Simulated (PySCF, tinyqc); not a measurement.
FCI on RHF in the sto-6g basis, for OH-, spin multiplicity 1, step by step. The basis has no diffuse functions, so it cannot describe the extra electron: this is an exercise in the method, not the real anion. The lowest restricted solution is unstable here: a spin-polarised one lies 0.0217 hartree lower (PySCF). One step of it, computed by the program tinyqc.

Task: FCI: determinants and Hamiltonian. Slater-Condon rules over spin orbitals, with the nuclear repulsion added and E(HF) subtracted on the diagonal. Only determinants linked to the reference directly or through others are kept (one block of an abelian symmetry group), so some states are absent.

one-electron integrals over orbitals h = C^T H C (hartree):
```
,1,2,3,4,5,6
1,-32.216619,0.638593,0.000000,0.000000,-0.071420,0.060931
2,0.638593,-7.247680,0.000000,0.000000,0.358880,-0.278128
3,0.000000,0.000000,-6.758294,0.000000,0.000000,0.000000
4,0.000000,0.000000,0.000000,-6.758294,0.000000,0.000000
5,-0.071420,0.358880,0.000000,0.000000,-3.681832,-1.619027
6,0.060931,-0.278128,0.000000,0.000000,-1.619027,-5.955597
```

Two-electron integrals over orbitals (pq|rs), unique and non-zero (hartree):
```
p,q,r,s,(pq|rs)
1,1,1,1,4.764980
2,1,1,1,-0.481332
2,1,2,1,0.078052
2,2,1,1,1.122078
2,2,2,1,-0.022583
2,2,2,2,0.787299
3,1,3,1,0.026611
3,2,3,1,0.035659
3,2,3,2,0.170469
3,3,1,1,1.117110
3,3,2,1,-0.012960
3,3,2,2,0.800082
3,3,3,3,0.880663
4,1,4,1,0.026611
4,2,4,1,0.035659
4,2,4,2,0.170469
4,3,4,3,0.047461
4,4,1,1,1.117110
4,4,2,1,-0.012960
4,4,2,2,0.800082
4,4,3,3,0.785741
4,4,4,4,0.880663
5,1,1,1,0.055960
5,1,2,1,-0.009457
5,1,2,2,0.001847
5,1,3,3,0.001471
5,1,4,4,0.001471
5,1,5,1,0.005557
5,2,1,1,-0.090161
5,2,2,1,0.002367
5,2,2,2,-0.052218
5,2,3,3,-0.050958
5,2,4,4,-0.050958
5,2,5,1,0.006366
5,2,5,2,0.048293
5,3,3,1,-0.003739
5,3,3,2,-0.016334
5,3,5,3,0.011138
5,4,4,1,-0.003739
5,4,4,2,-0.016334
5,4,5,4,0.011138
5,5,1,1,0.459342
5,5,2,1,-0.002577
5,5,2,2,0.400178
5,5,3,3,0.390389
5,5,4,4,0.390389
5,5,5,1,0.000773
5,5,5,2,0.035370
5,5,5,5,0.617899
6,1,1,1,-0.047201
6,1,2,1,0.006950
6,1,2,2,-0.004039
6,1,3,3,-0.001288
6,1,4,4,-0.001288
6,1,5,1,0.009141
6,1,5,2,0.015078
6,1,5,5,0.001131
6,1,6,1,0.023219
6,2,1,1,0.049263
6,2,2,1,-0.002752
6,2,2,2,0.018167
6,2,3,3,0.028290
6,2,4,4,0.028290
6,2,5,1,0.013455
6,2,5,2,0.068043
6,2,5,5,0.017323
6,2,6,1,0.029062
6,2,6,2,0.133923
6,3,3,1,0.003187
6,3,3,2,0.012753
6,3,5,3,0.017616
6,3,6,3,0.039432
6,4,4,1,0.003187
6,4,4,2,0.012753
6,4,5,4,0.017616
6,4,6,4,0.039432
6,5,1,1,0.319449
6,5,2,1,-0.004537
6,5,2,2,0.202031
6,5,3,3,0.198107
6,5,4,4,0.198107
6,5,5,1,-0.000861
6,5,5,2,-0.046083
6,5,5,5,-0.103944
6,5,6,1,-0.003844
6,5,6,2,-0.005173
6,5,6,5,0.173804
6,6,1,1,0.969621
6,6,2,1,-0.011300
6,6,2,2,0.701357
6,6,3,3,0.689853
6,6,4,4,0.689853
6,6,5,1,0.003768
6,6,5,2,-0.017252
6,6,5,5,0.484371
6,6,6,1,0.004425
6,6,6,2,0.041281
6,6,6,5,0.138279
6,6,6,6,0.706700
```

nuclear repulsion = 2.37966143 hartree

Hartree-Fock energy = -74.67586811 hartree

Give: determinants; H - E(HF) between determinants.

Result:

Occupation strings over the orbitals (2 doubly, a alpha, b beta, 0 empty; spin orbitals ordered 1a 1b 2a 2b ...): 222220 2222ab 2a222b a2222b 2222ba 2b222a b2222a 222202 2a22b2 a222b2 222022 220222 2b22a2 202222 ab2222 b222a2 ba2222 022222

H - E(HF) between determinants (hartree):
```
,222220,2222ab,2a222b,a2222b,2222ba,2b222a,b2222a,222202,2a22b2,a222b2,222022,220222,2b22a2,202222,ab2222,b222a2,ba2222,022222
222220,0.0000,0.0000,0.0000,0.0000,0.0000,0.0000,0.0000,0.1738,0.0052,0.0038,0.0394,0.0394,-0.0052,0.1339,-0.0291,-0.0038,0.0291,0.0232
2222ab,0.0000,0.2536,0.0121,-0.0076,-0.1738,0.0052,0.0038,0.2422,-0.0461,-0.0009,-0.0176,-0.0176,0.0240,-0.0680,0.0135,0.0033,-0.0151,-0.0091
2a222b,0.0000,0.0121,0.8201,0.0404,0.0052,-0.1339,-0.0291,0.0461,0.0638,-0.0045,-0.0128,-0.0128,-0.0680,0.0231,-0.0028,-0.0151,0.0085,-0.0069
a2222b,0.0000,-0.0076,0.0404,19.7155,0.0038,-0.0291,-0.0232,0.0009,-0.0045,0.1812,-0.0032,-0.0032,-0.0135,0.0028,0.0080,-0.0091,-0.0069,0.0516
2222ba,0.0000,-0.1738,0.0052,0.0038,0.2536,0.0121,-0.0076,-0.2422,0.0240,0.0033,0.0176,0.0176,-0.0461,0.0680,-0.0151,-0.0009,0.0135,0.0091
2b222a,0.0000,0.0052,-0.1339,-0.0291,0.0121,0.8201,0.0404,-0.0461,-0.0680,-0.0151,0.0128,0.0128,0.0638,-0.0231,0.0085,-0.0045,-0.0028,0.0069
b2222a,0.0000,0.0038,-0.0291,-0.0232,-0.0076,0.0404,19.7155,-0.0009,-0.0135,-0.0091,0.0032,0.0032,-0.0045,-0.0028,-0.0069,0.1812,0.0080,-0.0516
222202,0.1738,0.2422,0.0461,0.0009,-0.2422,-0.0461,-0.0009,0.8631,-0.0647,0.0106,0.0111,0.0111,0.0647,0.0483,-0.0064,-0.0106,0.0064,0.0056
2a22b2,0.0052,-0.0461,0.0638,-0.0045,0.0240,-0.0680,-0.0135,-0.0647,0.9948,0.0491,0.0163,0.0163,-0.0483,0.0229,0.0024,-0.0064,0.0095,0.0095
a222b2,0.0038,-0.0009,-0.0045,0.1812,0.0033,-0.0151,-0.0091,0.0106,0.0491,19.6811,0.0037,0.0037,-0.0064,-0.0024,-0.0608,-0.0056,0.0095,-0.0446
222022,0.0394,-0.0176,-0.0128,-0.0032,0.0176,0.0128,0.0032,0.0111,0.0163,0.0037,0.2096,0.0475,-0.0163,0.1705,-0.0357,-0.0037,0.0357,0.0266
220222,0.0394,-0.0176,-0.0128,-0.0032,0.0176,0.0128,0.0032,0.0111,0.0163,0.0037,0.0475,0.2096,-0.0163,0.1705,-0.0357,-0.0037,0.0357,0.0266
2b22a2,-0.0052,0.0240,-0.0680,-0.0135,-0.0461,0.0638,-0.0045,0.0647,-0.0483,-0.0064,-0.0163,-0.0163,0.9948,-0.0229,0.0095,0.0491,0.0024,-0.0095
202222,0.1339,-0.0680,0.0231,0.0028,0.0680,-0.0231,-0.0028,0.0483,0.0229,-0.0024,0.1705,0.1705,-0.0229,1.7315,-0.0291,0.0024,0.0291,0.0781
ab2222,-0.0291,0.0135,-0.0028,0.0080,-0.0151,0.0085,-0.0069,-0.0064,0.0024,-0.0608,-0.0357,-0.0357,0.0095,-0.0291,20.6934,0.0095,-0.0781,0.4297
b222a2,-0.0038,0.0033,-0.0151,-0.0091,-0.0009,-0.0045,0.1812,-0.0106,-0.0064,-0.0056,-0.0037,-0.0037,0.0491,0.0024,0.0095,19.6811,-0.0608,0.0446
ba2222,0.0291,-0.0151,0.0085,-0.0069,0.0135,-0.0028,0.0080,0.0064,0.0095,0.0095,0.0357,0.0357,0.0024,0.0291,-0.0781,-0.0608,20.6934,-0.4297
022222,0.0232,-0.0091,-0.0069,0.0516,0.0091,0.0069,-0.0516,0.0056,0.0095,-0.0446,0.0266,0.0266,-0.0095,0.0781,0.4297,0.0446,-0.4297,42.9634
```
